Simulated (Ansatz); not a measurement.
Reaction (formal hydrolysis of a C–F bond): `O=C=CF` + H₂O → `O=C=CO` + H–F

Program: Ansatz. Geometries: PBE0-D4/def2-TZVP. ΔE: electronic, gas phase. CCSD(T)/CBS is the MP2 limit (def2-TZVPP, def2-QZVPP) plus CCSD(T) − MP2 in def2-TZVPP, frozen cores. This one scheme is used for every species. DFT in def2-TZVPP. B3LYP here is the variant with VWN-RPA as its local correlation; programs differ in this. HSE06 is defined as in plane-wave codes. One conformer a species, not always the lowest.

`O=C=CF`:

Cartesian coordinates in Å:
```
O 0.598 -1.789 0.560
C 0.242 -0.738 0.225
C -0.183 0.435 -0.191
F 0.147 1.558 0.474
H -0.804 0.534 -1.068
```

H₂O:

Z-matrix (Å, degrees):
```
O
H 1 0.960
H 1 0.960 2 105.1
```

`O=C=CO`:

```xyz
6

O    -0.260    1.222   -1.864
C    -0.208    0.497   -0.962
C    -0.164   -0.344    0.052
O     0.916   -0.352    0.911
H    -0.940   -1.097    0.129
H     0.656    0.074    1.734
```

H–F:

```xyz
2

F     0.016    0.458   -0.040
H    -0.016   -0.458    0.040
```

```
             level  ΔE (kcal/mol)  difference from CCSD(T)/CBS
       LDA (SPW92)           -5.7                          0.1
            PBE-D4           -4.9                          0.9
         revPBE-D4           -5.3                          0.5
           BLYP-D4           -4.1                          1.7
         r2SCAN-D4           -4.7                          1.1
            B97M-V           -3.9                          1.9
           PBE0-D4           -5.6                          0.2
          B3LYP-D4           -4.6                          1.2
        r2SCANh-D4           -5.0                          0.8
        r2SCAN0-D4           -5.4                          0.4
          HSE06-D4           -5.6                          0.2
      CAM-B3LYP-D4           -4.5                          1.3
           ωB97X-V           -4.8                          1.0
           ωB97M-V           -4.8                          1.0
            B2PLYP           -5.0                          0.8
          PBE-QIDH           -6.3                         -0.5
               PBE           -4.6                          1.2
            revPBE           -4.3                          1.5
              BLYP           -3.5                          2.3
            r2SCAN           -4.6                          1.2
              PBE0           -5.4                          0.4
             B3LYP           -4.2                          1.6
           r2SCANh           -4.9                          0.9
           r2SCAN0           -5.3                          0.5
             HSE06           -5.4                          0.4
         CAM-B3LYP           -4.3                          1.5
           LC-ωPBE           -5.0                          0.8
RPA@PBE/def2-TZVPP           -4.9                          0.9
       HF/def2-SVP           -5.4                          0.4
      MP2/def2-SVP           -6.8                         -1.0
     CCSD/def2-SVP           -5.8                          0.0
     HF/def2-TZVPP           -4.7                          1.1
    MP2/def2-TZVPP           -6.8                         -1.0
SCS-MP2/def2-TZVPP           -5.9                         -0.1
     HF/def2-QZVPP           -4.5                          1.3
    MP2/def2-QZVPP           -6.8                         -1.0
SCS-MP2/def2-QZVPP           -5.9                         -0.1
      HF/CBS(def2)           -4.5                          1.3
     MP2/CBS(def2)           -6.9                         -1.1
    CCSD/CBS(def2)           -5.6                          0.2
       CCSD(T)/CBS           -5.8                            0
```

Question: What do rigid-rotor, harmonic-oscillator terms from PBE0-D4/def2-TZVP frequencies (298.15 K, 1 bar) make of the CCSD(T)/CBS value? (Best estimate.)

Answer: Ansatz gave: ΔZPE = +0.1 kcal/mol, ΔH = -5.7 kcal/mol, ΔS = -9 J/(mol·K), ΔG = -5.0 kcal/mol.

Largest T1 diagnostic among the species: 0.016.

From BLYP to BHLYP (50 % exact exchange), in def2-TZVPP and without D4, ΔE moves by −1.3 kcal/mol. Leaving LDA and LC-ωPBE aside and taking each functional with its dispersion term where it has one, the values spread over 2.3 kcal/mol, from PBE-QIDH to B97M-V. LDA lies −1.0 kcal/mol from PBE without D4.
